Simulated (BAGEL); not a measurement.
# BH3O (SMILES BO): RI-MP2/cc-pVTZ (density fitting with qzvpp-jkfit)

Aim: the energy change on altering one bond length of BH3O at RI-MP2/cc-pVTZ (density fitting with qzvpp-jkfit), from 2 runs. 

The results are computed with BAGEL 1.2.2.

## 1. Starting point

The species is BH3O (5 atoms), meant as a singlet with charge 0. SMILES: `BO`. Geometry: relaxed at PBE0-D4/def2-TZVP.

Bond lengths: B1–O2 1.348 Å, B1–H3 1.196 Å, B1–H4 1.202 Å, O2–H5 0.961 Å. Angles: B1–O2–H5 113.5°, O2–B1–H3 116.8°, O2–B1–H4 120.7°, H3–B1–H4 122.5°.

## 2. The energy at RI-MP2/cc-pVTZ (density fitting with qzvpp-jkfit)

Input file input.json:

```json
{ "bagel": [

{
  "title": "molecule",
  "basis": "cc-pvtz.json",
  "df_basis": "qzvpp-jkfit",
  "angstrom": true,
  "geometry": [
    { "atom": "B", "xyz": [      -0.226600,      -0.352800,       0.074700 ] },
    { "atom": "O", "xyz": [       0.413500,       0.801800,       0.345900 ] },
    { "atom": "H", "xyz": [      -0.820300,      -0.865500,       0.977800 ] },
    { "atom": "H", "xyz": [      -0.190600,      -0.828900,      -1.028100 ] },
    { "atom": "H", "xyz": [       0.874000,       1.171800,      -0.411700 ] }
  ]
},

{
  "title": "hf"
},

{
  "title": "mp2",
  "ncore": 2
}

]}
```

The basis set cc-pVTZ is read from a file made from the Basis Set Exchange's data (not shown).

Run with:

```console
$ BAGEL_NUM_THREADS=1 BAGEL input.json > input.out
```

Standard output:

```text
* using 1 threads per process

  ===============================================================
  ===============================================================

  *** Geometry ***

  { "atom" : "B", "xyz" : [     -0.428212,     -0.666695,      0.141163 ] },
  { "atom" : "O", "xyz" : [      0.781402,      1.515182,      0.653656 ] },
  { "atom" : "H", "xyz" : [     -1.550142,     -1.635558,      1.847774 ] },
  { "atom" : "H", "xyz" : [     -0.360182,     -1.566394,     -1.942827 ] },
  { "atom" : "H", "xyz" : [      1.651621,      2.214381,     -0.778000 ] },

  Number of auxiliary basis functions:      206

  Since a DF basis is specified, we compute 2- and 3-index integrals:
    o Being stored without compression. Storage requirement is 0.017 GB

  Number of basis functions:      102
  Number of electrons      :       16

    * METHOD: MOLECULE                             0.11

  *** RHF ***

  === Nuclear Repulsion ===
    30.4046879546

      * DIIS with orbital gradients will be used.

  === RHF iteration (cc-pvtz.json) ===
      0       -101.20865166          0.02186316           0.02
      1       -101.30114873          0.01570523           0.02
      2       -101.36756385          0.00166828           0.02
      3       -101.36855762          0.00023630           0.02
      4       -101.36857754          0.00006514           0.02
      5       -101.36857944          0.00001318           0.02
      6       -101.36857957          0.00000327           0.02
      7       -101.36857957          0.00000108           0.02
      8       -101.36857958          0.00000029           0.02
      9       -101.36857958          0.00000009           0.02
     10       -101.36857958          0.00000002           0.02
     11       -101.36857958          0.00000000           0.02
    * SCF iteration converged.

    * Permanent dipole moment:
           (   -0.245634,    -0.124481,     0.555177) a.u.

    * METHOD: HF                                   0.34

  *** RHF ***

  === Nuclear Repulsion ===
    30.4046879546

      * DIIS with orbital gradients will be used.

  === RHF iteration (cc-pvtz.json) ===
      0       -101.36857958          0.00000000           0.02
    * SCF iteration converged.

    * Permanent dipole moment:
           (   -0.245634,    -0.124481,     0.555177) a.u.

  === DF-MP2 calculation ===

    * freezing 2 orbitals
    * 3-index integral transformation done
    * assembly done

      MP2 correlation energy:   -0.3510751334      0.02

      MP2 total energy:       -101.7196547089

    * METHOD: MP2                                  0.07

  ===============================================================
```

Wall time 0.69 s (1 thread of Arm Neoverse N1, shared host).

## 3. The distorted shape

Input file input.json:

```json
{ "bagel" : [

{
  "title" : "molecule",
  "basis" : "cc-pvtz.json",
  "df_basis" : "qzvpp-jkfit",
  "angstrom" : true,
  "geometry" : [
    { "atom" : "B", "xyz" : [   -0.269800,    0.218525,    1.398071 ] },
    { "atom" : "O", "xyz" : [    0.370300,    1.373125,    1.669271 ] },
    { "atom" : "H", "xyz" : [   -0.863500,   -0.294175,    2.301171 ] },
    { "atom" : "H", "xyz" : [   -0.190600,   -0.828900,   -1.028100 ] },
    { "atom" : "H", "xyz" : [    0.830800,    1.743125,    0.911671 ] }
  ]
},
{ "title" : "hf" },
{ "title" : "mp2", "ncore" : 2 }

]}
```

The basis set cc-pVTZ is read from a file made from the Basis Set Exchange's data (not shown).

Run with:

```console
$ BAGEL_NUM_THREADS=1 BAGEL input.json > input.out
```

Standard output:

```text
* using 1 threads per process

  ===============================================================
  ===============================================================

  *** Geometry ***

  { "atom" : "B", "xyz" : [     -0.509848,      0.412952,      2.641971 ] },
  { "atom" : "O", "xyz" : [      0.699766,      2.594830,      3.154465 ] },
  { "atom" : "H", "xyz" : [     -1.631779,     -0.555910,      4.348583 ] },
  { "atom" : "H", "xyz" : [     -0.360182,     -1.566394,     -1.942827 ] },
  { "atom" : "H", "xyz" : [      1.569984,      3.294029,      1.722809 ] },

  Number of auxiliary basis functions:      206

  Since a DF basis is specified, we compute 2- and 3-index integrals:
    o Being stored without compression. Storage requirement is 0.017 GB

  Number of basis functions:      102
  Number of electrons      :       16

    * METHOD: MOLECULE                             0.10

  *** RHF ***

  === Nuclear Repulsion ===
    28.3274224643

      * DIIS with orbital gradients will be used.

  === RHF iteration (cc-pvtz.json) ===
      0       -101.01432362          0.02147855           0.02
      1       -101.10864309          0.01666640           0.02
      2       -101.18568188          0.00175503           0.02
      3       -101.18745192          0.00034405           0.02
      4       -101.18752513          0.00010908           0.02
      5       -101.18753246          0.00002618           0.02
      6       -101.18753304          0.00000490           0.02
      7       -101.18753306          0.00000171           0.02
      8       -101.18753306          0.00000042           0.02
      9       -101.18753306          0.00000016           0.02
     10       -101.18753306          0.00000003           0.02
     11       -101.18753306          0.00000001           0.02
    * SCF iteration converged.

    * Permanent dipole moment:
           (   -0.237033,    -0.771393,    -0.810333) a.u.

    * METHOD: HF                                   0.35

  *** RHF ***

  === Nuclear Repulsion ===
    28.3274224643

      * DIIS with orbital gradients will be used.

  === RHF iteration (cc-pvtz.json) ===
      0       -101.18753306          0.00000000           0.02
    * SCF iteration converged.

    * Permanent dipole moment:
           (   -0.237033,    -0.771393,    -0.810333) a.u.

  === DF-MP2 calculation ===

    * freezing 2 orbitals
    * 3-index integral transformation done
    * assembly done

      MP2 correlation energy:   -0.3632029882      0.02

      MP2 total energy:       -101.5507360532

    * METHOD: MP2                                  0.07

  ===============================================================
```

Run time: 0.68 s. Hardware: 1 thread of Arm Neoverse N1, shared host.

## 4. What came out

Level: RI-MP2/cc-pVTZ (density fitting with qzvpp-jkfit), 2 core orbitals frozen.

```
                                                         quantity          value
                                        first shape: total energy  -101.71965 Eh
         first shape: correlation energy (2 core orbitals frozen)     -351.1 mEh
                                    distorted shape: total energy  -101.55074 Eh
     distorted shape: correlation energy (2 core orbitals frozen)     -363.2 mEh
energy change with the B1–H4 bond stretched from 1.202 to 2.644 Å       4.597 eV
```

What this shows: With the B1–H4 bond stretched from 1.202 to 2.644 Å the energy rises by 4.60 eV (106 kcal/mol). The first shape isn't relaxed at this level, so the change isn't measured from a minimum. A restricted reference can't describe the breaking bond well at this length.
